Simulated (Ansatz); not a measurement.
# triplet PF: levels of theory in one basis

```xyz
2

P     0.0000    0.0000    0.0000
F     0.0000    0.0000    1.5900
```

Basis set: def2-SVP (spherical functions). Left uncorrelated: 6 orbitals. Correlation on ROHF uses semicanonical orbitals with singles. Charge 0, multiplicity 3.

Computed with Ansatz (development build ahead of 0.2.0); each method stands on the lowest determinant of its kind that the runs found.

```json
{"method": "ROHF", "E − E(ROHF) (eV)": "0.00", "<S²> of the determinant": "2.00"}
{"method": "UHF", "E − E(ROHF) (eV)": "-0.17", "<S²> of the determinant": "2.03"}
{"method": "ROHF-MP2", "E − E(ROHF) (eV)": "-7.24", "<S²> of the determinant": "–"}
{"method": "UHF-MP2", "E − E(ROHF) (eV)": "-7.22", "<S²> of the determinant": "2.03"}
```

What does ROHF-CCSD(T) give on the same scale?

-7.82 eV.

Is a single determinant a sound starting point here?

By this sign, yes. Unrestricted orbitals gain 0.17 eV and <S²> is 2.03 against 2.00 for a pure state.
